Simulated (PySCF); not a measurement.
**Working with the constants of MgB**

ROHF-CCSD(T) constants of MgB, doublet, unpaired electrons π ↑ (Mg jorge-DZP-DKH, B jorge-DZP-DKH; spin-free X2C with a Gaussian nucleus (PySCF 2.14); masses 23.9850 and 11.0093 u):

- ωe: 307.9 cm⁻¹
- ωexe: 8.05 cm⁻¹
- Be: 0.37441 cm⁻¹
- αe: 0.00911 cm⁻¹
- De to Mg + B: 0.312 eV

Question: What force constant and bond length do these constants imply?

Answer: Reduced mass μred = 7.5458 u; k = 5.8918×10⁻⁷·μred·ωe² (u, cm⁻¹, mdyn/Å) = 0.421 mdyn/Å; Re = √(16.8576/(μred·Be)) (u, cm⁻¹, Å) = 2.443 Å.

Question: Estimate the centrifugal constant D from the Kratzer relation and find the Dunham coefficient a1.

Answer: D = 4Be³/ωe² = 2.21e-06 cm⁻¹; a1 = −1 − αeωe/(6Be²) = -4.33.

Correlated steps freeze 2 core orbitals. The bond is weak. Basis-set superposition, not corrected here, can be much of De in a small basis, most of all at correlated wavefunction levels. The state was picked by a PBE0 search and need not be the measured ground state.
